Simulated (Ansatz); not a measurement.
Na3, relaxed as a doublet with UKS B3LYP/def2-TZVP in Ansatz, starting from the GFN2-xTB geometry. Force threshold 0.02 eV/Å.

The structure comes from a short search, and lower isomers may exist.

Start:

```xyz
3

Na    1.5795    0.4670    0.8364
Na   -0.4515   -1.7464   -0.1701
Na   -1.1280    1.2794   -0.6663
```

Q: Estimate the energy that the relaxation releases and the steps that it takes.

A: 3.9 kcal/mol, in 8 steps; 33 s on 2 threads of Arm Neoverse V1 on a shared host. The force fell under the threshold at step 5, but the optimiser went on and released 0.003 eV more. No frequencies were taken in this run, so the end may be a saddle point.

Q: Does the start keep its bonding and symmetry?

A: Bonds lost: Na1–Na3 (atoms count from 1). Point group Cs at the start, C2v at the end, both within 0.05 Å.

Q: Predict the relaxed structure.

A: 
Cartesian coordinates in Å:
```
Na 2.1709 0.1105 1.1723
Na -0.3524 -1.4171 -0.1305
Na -1.8185 1.3067 -1.0418
```
Bond lengths (bridged metal pairs left out): 2 × Na–Na 3.22 Å.
